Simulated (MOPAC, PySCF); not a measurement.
H3N, SMILES `N`, neutral singlet in the gas phase. 

Cartesian coordinates (Å):
```xyz
4

N     -0.0041    -0.0036     0.3060
H      0.8932    -0.2885    -0.0935
H     -0.6953    -0.6263    -0.1188
H     -0.1938     0.9184    -0.0937
```
Charge 0, spin multiplicity 1.

All levels are single points at this geometry (B3LYP-D3(BJ)/def2-SVP); Pople sets use spherical d functions. Orbital energies aren't observables, and empty levels follow the basis.

```
level                            HOMO (eV)  LUMO (eV)  gap (eV)  dipole (D)  vertical IE, Delta-SCF (eV)
-------------------------------  ---------  ---------  --------  ----------  ---------------------------
B3LYP-D3(BJ)/def2-TZVP in PySCF      -7.45       0.58      8.03        1.78                        11.03
PBE-D3(BJ)/def2-TZVP in PySCF        -6.07       0.18      6.26        1.75                        10.98
B3LYP/6-311+G** in PySCF             -7.53       0.21      7.74        1.85                            –
B3LYP/6-31G* in PySCF                -6.91       2.15      9.06        1.93                        10.78
M06-2X/6-31G* in PySCF               -8.86       3.54     12.41        1.98                            –
SVWN5/6-31G* in PySCF                -5.48       1.50      6.98        2.00                        10.96
HF/3-21G in PySCF                   -11.13       7.19     18.32        2.26                            –
HF/STO-3G in PySCF                   -9.70      17.23     26.92        1.85                            –
AM1 in MOPAC                        -10.75       4.15     14.90        1.96                            –
```
